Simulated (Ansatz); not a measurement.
Two structures of CH4FO, doublet, reached by relaxing down either side of one saddle point (PBE0-D4/def2-TZVP). Energies are electronic, without zero-point energy. Computed with Ansatz 0.2.0 (basis: def2-TZVPP and def2-QZVPP); correlated methods freeze the cores; orbitals are unrestricted. Extrapolation: Hartree–Fock as exp(−7.88 √X), correlation as X^−2.97. First:

H1  (-0.380, -1.265, -0.241)
O2  (0.149, -2.063, -0.140)
C3  (-0.296, 1.169, -0.002)
F4  (0.948, 1.038, 0.453)
H5  (0.988, -1.747, 0.202)
H6  (-1.038, 1.373, 0.759)
H7  (-0.370, 1.496, -1.031)
(Å)

Second:

H1  (-0.974, -0.045, -0.354)
O2  (0.632, -2.459, 0.015)
C3  (-0.382, 0.826, -0.067)
F4  (0.870, 0.390, 0.349)
H5  (0.958, -1.560, 0.211)
H6  (-0.856, 1.353, 0.762)
H7  (-0.249, 1.495, -0.917)
(Å)

(1) Which bonds change from the first to the second?

(2) Give the saddle point's structure and its height above each. (Judge from chemistry; the value comes from the calculation.)

The T1 diagnostic stays at or below 0.022. ⟨S²⟩ of the unrestricted Hartree–Fock references: 0.75 to 0.77 (a pure state has 0.75).

Results:

(1) CH₂F ([CH2][F]) + H₂O → CH₃F ([CH3][F]) + OH; bonds formed: H1–C3; bonds broken: H1–O2.

(2) By the calculation: 98.0 kJ/mol above the first and 35.8 kJ/mol above the second (CCSD(T) at an estimated basis limit (MP2 extrapolated from triple and quadruple zeta, plus CCSD(T) − MP2 in triple zeta)).
```
atom    x (Å)    y (Å)    z (Å)
  H1  -0.2599  -0.4234  -0.1268
  O2  -0.0072  -1.8181  -0.1607
  C3  -0.2298   0.7409  -0.0188
  F4   0.9890   1.1058   0.4650
  H5   0.9042  -1.7767   0.1702
  H6  -1.0153   1.0150   0.6875
  H7  -0.3811   1.1563  -1.0166
```

Labels in which every atom is bracketed show which atoms are joined, not bond orders.

For scale, one of the runs: CCSD(T)/def2-TZVPP, 149 basis functions, launched by `ansatz run in.yaml --threads 2 --pin off --events-out ev --progress --plain --max-ram 4352MiB`. The run took 40 s on 2 CPU threads of an Intel Xeon 6975P-C (shared host), with 2.7 GiB of host memory at its peak.
